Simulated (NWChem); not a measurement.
# C3H3NO (oxazole): levels of theory compared

We compute a comparison of 6 runs (HF/STO-3G, HF/3-21G, HF/def2-SVP, HF/cc-pVTZ, B3LYP/6-31G*) of C3H3NO (oxazole). 

The results are computed with NWChem 7.3.0.

1 further run of the same task is left out (set aside as unsound or not needed).

## Step 1: Starting point

C3H3NO: 8 atoms, total charge 0, spin state singlet. SMILES: `c1cocn1`. The coordinates come from a PBE0-D4/def2-TZVP relaxation.

Bond lengths: C1–C2 1.348 Å, C2–O3 1.358 Å, O3–C4 1.344 Å, C1–N5 1.382 Å, C4–N5 1.285 Å, C1–H6 1.078 Å, C2–H7 1.076 Å, C4–H8 1.079 Å. Some angles: C1–C2–O3 107.9°, C2–C1–N5 109.0°, C2–O3–C4 104.3°, O3–C4–N5 114.7°, C1–N5–C4 104.2°, C1–C2–H7 135.2°, O3–C2–H7 117.0°, C2–C1–H6 129.0°, N5–C1–H6 122.1°, O3–C4–H8 116.9°.

## Step 2: Energy and forces at HF/STO-3G (run 1)

The input, job.xyz:

```xyz
8

C     -0.061900     0.929600     0.395600
C      1.003400     0.196300     0.014100
O      0.543600    -0.991000    -0.459600
C     -0.792200    -0.904500    -0.335200
N     -1.214100     0.202900     0.162800
H     -0.086300     1.920900     0.818200
H      2.069100     0.345200     0.007300
H     -1.369200    -1.756600    -0.659100
```

The input, job.nw:

```
start job
memory stack 880 mb heap 220 mb global 1100 mb
geometry units angstroms noautosym nocenter noautoz
load job.xyz
end
basis "ao basis" spherical bse
C library STO-3G
O library STO-3G
N library STO-3G
H library STO-3G
end
scf
singlet
rhf
thresh 1e-08
maxiter 80
noprint "final vectors analysis"
end
task scf gradient
```

On the command line:

```sh
$ nwchem job.nw > job.out
```

The program printed:

```text
[...]
  functions       =    28
[...]
  wavefunction    = RHF
[...]
         Total SCF energy =   -241.509446720382
      One-electron energy =   -655.163475281425
      Two-electron energy =    249.442554103985
 Nuclear repulsion energy =    164.211474457058
        Time for solution =      1.9s
[...]
                         RHF ENERGY GRADIENTS
    atom               coordinates                        gradient
                 x          y          z           x          y          z
   1 C      -0.116974   1.756689   0.747576   -0.037940  -0.015506  -0.004081
   2 C       1.896151   0.370953   0.026645    0.003450  -0.016496  -0.007272
   3 O       1.027255  -1.872718  -0.868518   -0.023539   0.017299   0.008935
   4 C      -1.497041  -1.709257  -0.633436    0.013327   0.027573   0.010805
   5 N      -2.294316   0.383425   0.307647    0.044559  -0.012069  -0.008044
   6 H      -0.163083   3.629975   1.546174   -0.000396  -0.001057  -0.000416
   7 H       3.910032   0.652333   0.013795   -0.004160  -0.003226  -0.001094
   8 H      -2.587413  -3.319493  -1.245518    0.004699   0.003482   0.001167
[...]
```

Wall time 3 s (1 thread of Intel Xeon Platinum 8488C (Sapphire Rapids), shared host); peak memory 0.1 GiB.

## Step 3: Energy and forces at HF/3-21G (run 2)

The input, c3h3no.nw:

```
start c3h3no
title "C3H3NO hf"
memory 2200 mb

geometry units bohr noautosym nocenter noautoz
 C   -0.11697405   1.75668941   0.74757565
 C    1.89615119   0.37095324   0.02664514
 O    1.02725512  -1.87271859  -0.86851813
 C   -1.49704104  -1.70925728  -0.63343620
 N   -2.29431649   0.38342543   0.30764741
 H   -0.16308336   3.62997491   1.54617392
 H    3.91003232   0.65233346   0.01379500
 H   -2.58741301  -3.31949291  -1.24551849
end

basis spherical bse
 * library 3-21G
end

scf
 thresh 1e-08
 maxiter 80
 print low
end

task scf gradient
```

On the command line:

```sh
$ nwchem c3h3no.nw > c3h3no.out
```

The program printed:

```text
[...]
  functions       =    51
[...]
  wavefunction    = RHF
[...]
         Total SCF energy =   -243.247073526498
      One-electron energy =   -655.199266603830
      Two-electron energy =    247.740730492891
 Nuclear repulsion energy =    164.211462584441
        Time for solution =      2.6s
[...]
                         RHF ENERGY GRADIENTS
    atom               coordinates                        gradient
                 x          y          z           x          y          z
   1 C      -0.116974   1.756689   0.747576   -0.026717  -0.024883  -0.008800
   2 C       1.896151   0.370953   0.026645   -0.025322  -0.030510  -0.011334
   3 O       1.027255  -1.872719  -0.868518   -0.002362   0.009105   0.004068
   4 C      -1.497041  -1.709257  -0.633436    0.046562   0.028316   0.008929
   5 N      -2.294316   0.383425   0.307647    0.002942   0.018378   0.007622
   6 H      -0.163083   3.629975   1.546174   -0.001262   0.011883   0.005136
   7 H       3.910032   0.652333   0.013795    0.012850  -0.000625  -0.001107
   8 H      -2.587413  -3.319493  -1.245518   -0.006692  -0.011664  -0.004514
 Task  times  cpu:        3.0s     wall:        3.0s
 Total times  cpu:        3.1s     wall:        3.1s
```

Run time: 3.9 s. Hardware: 1 thread of Intel Xeon Platinum 8488C (Sapphire Rapids), shared host; peak memory 0.1 GiB.

Runs 3 to 5 aren't shown in full; the table further down has their settings and results.

## Step 4: Energy and forces at B3LYP/6-31G(d) (Cartesian functions) (run 6)

The input, a.nw:

```
START a
TITLE "C3H3NO"
memory stack 880 mb heap 220 mb global 1100 mb

GEOMETRY units angstroms noautosym nocenter noautoz
  C    -0.061900    0.929600    0.395600
  C     1.003400    0.196300    0.014100
  O     0.543600   -0.991000   -0.459600
  C    -0.792200   -0.904500   -0.335200
  N    -1.214100    0.202900    0.162800
  H    -0.086300    1.920900    0.818200
  H     2.069100    0.345200    0.007300
  H    -1.369200   -1.756600   -0.659100
END

BASIS
  * library 6-31G*
END

DFT
  xc b3lyp
  grid xfine
  convergence energy 1e-08
  iterations 100
  mulliken
END

TASK dft gradient
```

On the command line:

```sh
$ nwchem a.nw > a.out
```

The program printed:

```text
[...]
          Wavefunction type:  closed shell.
          No. of atoms     :     8
          No. of electrons :    36
[...]
          Charge           :     0
          Spin multiplicity:     1
[...]
          AO basis - number of functions:    81
[...]
              XC Information
              --------------
                         B3LYP Method XC Potential
                     Hartree-Fock (Exact) Exchange  0.200
                        Slater Exchange Functional  0.800 local
                    Becke 1988 Exchange Functional  0.720 non-local
              Lee-Yang-Parr Correlation Functional  0.810
                  VWN I RPA Correlation Functional  0.190 local
[...]
 d= 0,ls=0.0,diis     1   -245.9804892866 -4.10D+02  1.32D-02  8.32D-01     3.3
[...]
 d= 0,ls=0.0,diis    10   -246.0693342831 -2.48D-09  1.15D-06  2.22D-08    34.1
         Total DFT energy =     -246.069334283146
      One electron energy =     -658.326383476519
           Coulomb energy =      280.935879458777
    Exchange-Corr. energy =      -32.890304722462
 Nuclear repulsion energy =      164.211474457058
[...]
      Total Density - Mulliken Population Analysis
     ---------------------------------------------
    Atom       Charge   Shell Charges
 -----------   ------   -------------------------------------------------------
    1 C    6     6.03   1.99  0.71  2.08  0.47  0.75  0.03
    2 C    6     5.94   1.99  0.71  2.05  0.45  0.70  0.04
    3 O    8     8.37   1.99  0.92  2.92  0.95  1.57  0.03
    4 C    6     5.75   1.99  0.72  2.03  0.37  0.58  0.06
    5 N    7     7.40   1.99  0.81  2.42  0.96  1.22 -0.00
    6 H    1     0.85   0.53  0.32
    7 H    1     0.83   0.53  0.30
    8 H    1     0.83   0.53  0.30
[...]
  wavefunction    = closed shell
[...]
```

Run time: 41 s. Hardware: 1 thread of Intel Xeon Platinum 8488C (Sapphire Rapids), shared host; peak memory 0.15 GiB.

## Step 5: Overview of the runs

```tsv
run	level	iteration cap	module	energy (Eh)	dipole moment (D)	largest force (eV/Å)	wall time
1	HF/STO-3G	80	scf	-241.509447	1.58	2.410	3 s
2	HF/3-21G	80	scf	-243.247074	–	2.840	3.9 s
3	HF/def2-SVP	80	scf	-244.444882	1.52	1.476	15 s
4	HF/cc-pVTZ	80	scf	-244.720432	1.49	1.532	4.6 min
5	B3LYP/6-31G* (spherical functions)	100	dft	-246.064568	1.55	0.732	35 s
6	B3LYP/6-31G* (Cartesian functions)	100	dft	-246.069334	1.55	0.737	41 s
```

## Step 6: Outcome

| quantity | value |
| --- | --- |
| run 6: total energy | -246.06933 Eh |
| run 6: dipole moment | 1.55 D |
| run 6: HOMO energy | -6.86 eV |
| run 6: LUMO energy | 0.09 eV |
| run 6: HOMO–LUMO gap | 6.95 eV |
| run 6: largest force on an atom | 0.737 eV/Å |

**Reading.** Over runs 1, 3, 4, 5, 6 the dipole moment (its size) runs from 1.49 D (HF/cc-pVTZ) to 1.58 D (HF/STO-3G). In run 1 the basis is minimal, so the values are rough. All runs together took 6.2 min, the longest 4.6 min.
